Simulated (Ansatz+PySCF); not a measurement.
singlet C₃H₆: levels of theory in one basis

```xyz
9

C    -0.0335   -0.4773   -0.1482
C    -0.0342   -0.4889    1.1852
C     0.0471    0.7572   -0.9871
H    -0.0056   -1.4177   -0.7009
H     0.0077   -1.4373    1.7400
H    -0.0251    0.4952    1.7692
H     0.0451    1.7001   -0.3903
H     0.8919    0.7845   -1.5873
H    -0.8878    0.8368   -1.6569
```

Basis set: def2-SVP (spherical functions). Left uncorrelated: 3 orbitals. Charge 0, multiplicity 1.

Computed with Ansatz (development build ahead of 0.2.0); each method stands on the lowest determinant of its kind that the runs found. NEVPT2 correlates all electrons. Active spaces start from the frontier orbitals, and the lowest solution found is given.

```tsv
method	E − E(RHF) (eV)	<S²> of the determinant
RHF	0.00	0.00
RHF-MP2	-11.39	–
RHF-CCSD(T)	-12.94	–
CASSCF(2,2)	-0.75	–
SC-NEVPT2(2,2)	-11.73	–
```

What does RHF-CCSD give on the same scale?

-12.53 eV.

Is a single determinant a sound starting point here?

By this sign, yes. Unrestricted orbitals gain 0.00 eV and <S²> is 0.00 against 0.00 for a pure state. The CASSCF(2,2) natural occupations are 1.92, 0.09.
